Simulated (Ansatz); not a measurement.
**AlH₆NSi: how energies converge with the basis set**

One table from this session's results is given with a row withheld; the runs are named, their logs left out.

Program: Ansatz 0.2.0, Gaussian basis. Level of theory: one geometry, several basis sets. These are calculated values, not measurements.

The runs, in order: PBE0-D4/def2-SVP; ωB97M-V/def2-SVP; PBE0-D4/def2-QZVPP; ωB97M-V/def2-QZVPP; the functionals' def2-TZVPP values are taken from earlier runs.

## The relaxed structure

The geometry comes from an earlier relaxation with PBE0-D4 in a triple-zeta def2 set; it is a stationary point, not always the lowest conformer.

SMILES `[NH2][AlH][SiH3]`, 9 atoms, charge 0, spin multiplicity 1.

Atoms are counted from 1 here; the program's logs count them from 0.

Bond lengths: N1–Al2 1.768 Å, N1–H4 1.007 Å, N1–H5 1.008 Å, Al2–Si3 2.451 Å, Al2–H6 1.587 Å, Si3–H7 1.492 Å, Si3–H8 1.492 Å, Si3–H9 1.492 Å. Angles: Al2–N1–H4 124.8°, Al2–N1–H5 125.0°, H4–N1–H5 110.2°, N1–Al2–Si3 117.7°, N1–Al2–H6 117.2°, Si3–Al2–H6 125.1°, Al2–Si3–H7 111.6°, Al2–Si3–H8 112.2°, Al2–Si3–H9 111.6°, H7–Si3–H8 107.2°, H7–Si3–H9 106.7°, H8–Si3–H9 107.2°.

The first run:

Input file in.yaml:

```yaml
crystal:
  periodic: [false, false, false]
  atoms:
    - {symbol: N, position_ang: [-1.190076, 0.963027, -1.243416]}
    - {symbol: Al, position_ang: [0.095016, 0.962166, -0.029359]}
    - {symbol: Si, position_ang: [0.801642, -1.201373, 0.879814]}
    - {symbol: H, position_ang: [-1.654480, 0.138956, -1.589827]}
    - {symbol: H, position_ang: [-1.563380, 1.786271, -1.688857]}
    - {symbol: H, position_ang: [0.701338, 2.368348, 0.386260]}
    - {symbol: H, position_ang: [2.247178, -1.462708, 0.617435]}
    - {symbol: H, position_ang: [0.034239, -2.337476, 0.291494]}
    - {symbol: H, position_ang: [0.617023, -1.263412, 2.359258]}
basis:
  gaussian: {orbitals: def2-SVP}
hamiltonian: {xc: pbe0, dispersion: d4}
output: {orbitals: {seedname: orbitals}}
```

Started as:

```bash
> ansatz run in.yaml --threads 2 --pin off --events-out ev --progress --plain --max-ram 4352MiB
```

Steps of the session up to this table: PBE0-D4 in def2-SVP; ωB97M-V in def2-SVP; PBE0-D4 in def2-QZVPP; ωB97M-V in def2-QZVPP.

One table of the session follows, with a row left open; its other results are not shown here.

It belongs to the step «Density functionals: the series». 

```
functional       basis  HOMO (eV)
   PBE0-D4    def2-SVP      -7.49
   PBE0-D4  def2-TZVPP      -7.51
   PBE0-D4  def2-QZVPP      -7.52
   ωB97M-V    def2-SVP      -9.46
   ωB97M-V  def2-TZVPP      -9.52
   ωB97M-V  def2-QZVPP          ?
```

Q: Estimate the row for ωB97M-V, def2-QZVPP from the others.

**Answer.** HOMO (eV): -9.54. In the column «HOMO (eV)» it is the lowest.
